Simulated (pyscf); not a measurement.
A first-order saddle from PySCF, ωB97X-D3(BJ)/def2-SVP:

```xyz
4

H      0.1924    -0.3690     0.5271
O     -1.1666    -0.3916     0.1592
O     -2.6497    -0.2716     0.1902
H     -1.0172    -0.7067    -0.7511
```
Charge 0, spin multiplicity 3.

Surface: triplet, charge 0. Lowest wavenumbers (cm⁻¹): 1830i, 490, 583, 1037, 1315.

Task: What reaction is this the transition state of?

Result: H• (SMILES [H]) + •O–OH (SMILES [O]O) <-> H₂O (SMILES O) + O (SMILES [O]) [triplet], a substitution at O read from left to right: O–O broken and H–O formed. At CCSD(T)/def2-TZVPP + ΔMP2(QZVPP) it lies +0.69 eV from the left side and +3.29 eV from the right (each side as separated species at their lowest minima found). H• + •O–OH also meet on a surface of lower spin, which isn't treated here. One saddle was located; it need not be the lowest between these sides. The angle at the attacked O is 163°. The CCSD(T) − MP2 part came from Ansatz, without density fitting, on the same reference. A UHF reference is spin-contaminated (<S²> up to 2.20), which harms MP2 most. Left out: the spin-orbit lowering of O.
